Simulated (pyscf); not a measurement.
F–WH(F)(F)(F)–F (SMILES [F][WH]([F])([F])([F])[F]) + HF (SMILES F) → F–W(F)(F)(F)(F)–F (SMILES [F][W]([F])([F])([F])([F])[F]) + H₂ (SMILES [H][H]) (four-centre exchange; singlet surface; H–W, F–H broken, F–W, H–H formed). PySCF, gas phase, ωB97X-D3(BJ)/def2-SVP geometries. Rate constants from transition-state theory, ωB97M-D3(BJ)/def2-TZVP energies (ideal gas, 1 atm, RRHO with modes under 100 cm⁻¹ raised to 100, one conformer, R ln 2 for rigid chiral ones; no tunnelling), k in cm³ molecule⁻¹ s⁻¹.

| T (K) | 1000/T | log10 k |
|---|---|---|
| 298 | 3.354 | -20.74 |
| 600 | 1.667 | ? |
| 900 | 1.111 | -15.74 |
| 1200 | 0.833 | -14.99 |

Fit an Arrhenius line to the three values, give the activation energy, and predict k at 600 K.

Least squares gives log10 k = -13.16 − 2.26 × 1000/T, so Ea = 2.26 × ln 10 × 1.987 = 10.3 kcal/mol, against an electronic barrier of 9.7. At 600 K the line gives -16.93; the computed value is -17.10 (ΔG‡ = 30.5 kcal/mol), a factor 1.5 under the line, since the plot is curved. On the reactant side the descent ends in a complex, 4.2 kcal/mol under the separated species and 13.2 kcal/mol under the saddle at ωB97X-D3(BJ)/def2-TZVP. One saddle was located; it need not be the lowest between these sides. Elements past Kr carry the def2 core potentials, without spin-orbit coupling.
